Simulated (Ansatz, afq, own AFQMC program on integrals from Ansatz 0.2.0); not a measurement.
AFQMC on a folder of integrals that Ansatz 0.2.0 wrote.

```yaml
crystal:
  periodic: [false, false, false]
  atoms:
    - {symbol: O, position_ang: [0.161635, -1.122234, -0.667839]}
    - {symbol: C, position_ang: [0.198598, -0.301104, 0.271874]}
    - {symbol: O, position_ang: [0.625955, -0.388679, 1.424824]}
    - {symbol: O, position_ang: [-0.357216, 0.967957, -0.056856]}
    - {symbol: H, position_ang: [-0.628973, 0.844050, -0.972004]}
basis:
  gaussian: {orbitals: def2-TZVPD}
total_charge: -1
magnetization: {spin_polarized: false}
correlation: {method: ccsd_t, electrons: outside_noble_gas, hamiltonian_folder: ham}
```

```sh
$ ansatz run in.yaml --threads 1 --pin off --events-out ev --progress --plain --max-ram 16896MiB --backend cuda --devices 0, --max-vram 18GiB
```

Options of the walk:

```
--method phaseless --trial hf --walkers 700 --populations 10 --least-time 40 --time-step 0.005 --steps-per-block 20 --equilibration-blocks 112 --max-blocks 4000 --target-error 0.0014999999999999998 --factor-cut 1e-05 --seed 5340 --taylor-order 6
```

Times are imaginary, in 1/Eh. The walk had a cap of 146 s. With eight or more populations the least sampling time is a fifth of least-time, and the error comes from their spread.

Log:

```
orbitals 162  electrons 12 12  factors 1066 of 1066
reference energy -263.21169847 Eh
CCSD correlation -0.86613708 Eh in 12 cycles, weight of the determinant in the CISD state 0.8097
energy of the start -263.211698 Eh
 block  time / (1/Eh)  mean weight  energy / Eh
     1     0.100  1.0060  -263.556737
     2     0.200  1.0087  -263.744173
     3     0.300  1.0067  -263.845145
     4     0.400  1.0063  -263.916945
     5     0.500  1.0034  -263.943803
     8     0.800  1.0009  -264.037550
    20     2.000  1.0016  -264.112053
    77     7.700  1.0004  -264.146122
   134    13.400  0.9975  -264.114545
   191    19.100  1.0001  -264.116012
   248    24.800  0.9988  -264.104313
   305    30.500  1.0003  -264.129105
   343    34.300  0.9967  -264.078520
   362    36.200  1.0004  -264.094449
   419    41.900  1.0005  -264.142062
   476    47.600  1.0002  -264.105608
   533    53.300  0.9972  -264.122903
   590    59.000  1.0003  -264.113421
   647    64.700  1.0025  -264.162463
   704    70.400  0.9993  -264.109556
   761    76.100  0.9999  -264.101696
   780    78.000  1.0011  -264.118034
error from the spread of 10 populations
energy -264.124117 +/- 0.001579 Eh
(rows thinned)
```

The run passed its tests (sampling time, drift between the halves within three errors, error under three times the target), which doesn't prove that it has relaxed, ending at its cap on processor time.

Against this walk (error 43.0 meV) on the same determinant: CCSD(T) 232.3 meV higher, a separate phaseless walk with a CISD trial and standard settings 189.5 ± 43.8 meV higher. The error is statistical and leaves out the bias of the constraint. None of these is a sure reference here.

Cautions: constraint bias not in the error; error above the target (43.0 against 40.8 meV).

The walk took 2.4 min on 1 × NVIDIA H100 80GB HBM3 with 2 threads of AMD EPYC 7R13 Processor (Zen 3) (shared host) (the card was shared). The log's last line is the phaseless energy.
